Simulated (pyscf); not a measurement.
Optimised with ωB97X-D3(BJ)/def2-SVP in PySCF. Correlated levels are frozen-core, on RHF or UHF. ΔMP2 is the change of the MP2 total energy from the triple- to the quadruple-zeta basis.

**Question.** What is the homolytic dissociation enthalpy (298 K, CCSD(T)/def2-TZVPP + ΔMP2(QZVPP)) of the B–Si bond of H₃C–BH–SiH₃, to [HB–CH₃]• + SiH₃•?

**Answer.** B–Si to [HB–CH₃]• + SiH₃•: 84.1 kcal/mol. The radicals are drawn with the spin at the cut bond; how far it spreads was not checked. H₃C–BH–SiH₃ lies 8.1 kcal/mol over its isomer H₂B–CH₂–SiH₃, and others may lie lower still (electronic energy, ωB97M-D3(BJ)). [HB–CH₃]• lies 10.3 kcal/mol over its isomer H₂B–CH₂•, and others may lie lower still (electronic energy, ωB97M-D3(BJ)). The CCSD(T) − MP2 part came from Ansatz, without density fitting, on the same reference.
